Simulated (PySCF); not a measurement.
Bond curve of NaC

Set-up: basis Na cc-pVDZ, C cc-pVDZ; no relativity; PySCF 2.14. Energies in eV from Na + C in their ground configurations at the same level. All curves are PBE0. state 1: ⁴Σ⁻ (quartet), unpaired electrons σ ↑, π ↑↑; state 2: Ms = 0.5 determinant of mixed spin (⟨S²⟩ near 1.8), unpaired electrons σ ↓, π ↑↑, a second solution, started from another occupation; state 3: Ms = 0.5 determinant of mixed spin (⟨S²⟩ near 1.8), unpaired electrons σ ↑, π ↑↓, a mixture of terms (⟨Lz²⟩ = 2.0), a second solution, started from another occupation; state 4: ²Π (doublet), unpaired electrons π ↑, a second solution, started from another occupation.

```json
{"R (Å)": "1.927", "state 1": "-1.554", "state 2": "-0.789", "state 3": "-0.794", "state 4": "0.2591"}
{"R (Å)": "2.017", "state 1": "-1.777", "state 2": "-1.015", "state 3": "-1.019", "state 4": "-0.1136"}
{"R (Å)": "2.107", "state 1": "-1.899", "state 2": "-1.144", "state 3": "-1.144", "state 4": "-0.3632"}
{"R (Å)": "2.174", "state 1": "-1.942", "state 2": "-1.194", "state 3": "-1.189", "state 4": "-0.4903"}
{"R (Å)": "2.241", "state 1": "-1.953", "state 2": "-1.215", "state 3": "-1.204", "state 4": "-0.5778"}
{"R (Å)": "2.308", "state 1": "-1.940", "state 2": "-1.213", "state 3": "-1.195", "state 4": "-0.6347"}
{"R (Å)": "2.398", "state 1": "-1.896", "state 2": "-1.187", "state 3": "-1.156", "state 4": "-0.6743"}
{"R (Å)": "2.510", "state 1": "-1.809", "state 2": "-1.128", "state 3": "-1.078", "state 4": "-0.6822"}
{"R (Å)": "2.644", "state 1": "-1.679", "state 2": "-1.038", "state 3": "-0.960", "state 4": "-0.6524"}
{"R (Å)": "2.824", "state 1": "-1.487", "state 2": "-0.905", "state 3": "-0.787", "state 4": "-0.5779"}
```

Put a parabola through the three lowest points of the state 1 curve and estimate Re, k and ωe (reduced mass 7.885 u; 1 eV/Å² = 0.16022 mdyn/Å; ωe = 1302.8·√(k/μ) cm⁻¹).

Through R = 2.174, 2.241, 2.308 Å the second-order coefficient is 2.67 eV/Å², so Re ≈ 2.238 Å, k ≈ 0.857 mdyn/Å and ωe ≈ 429 cm⁻¹. A polynomial fit of higher order to the unrounded PBE0 energies gives Re = 2.236 Å, k = 0.864 mdyn/Å, ωe = 431 cm⁻¹; anharmonicity and rounding make the difference.

The higher-order fit for each curve: state 1: Re = 2.236 Å, ωe = 431 cm⁻¹, De = 1.95 eV; state 2: Re = 2.269 Å, ωe = 384 cm⁻¹, minimum 1.22 eV below the ground-state fragments; state 3: Re = 2.245 Å, ωe = 419 cm⁻¹, minimum 1.20 eV below the ground-state fragments; state 4: Re = 2.476 Å, ωe = 308 cm⁻¹, minimum 0.68 eV below the ground-state fragments.

⟨S²⟩ is raised (NaC 0.98), so spin contamination touches these numbers. ⟨S²⟩ of the unrestricted solution departs from its pure value on part of the curve, where spin states mix. The state is the lowest determinant that a PBE0 search found; another state may lie lower at other levels.
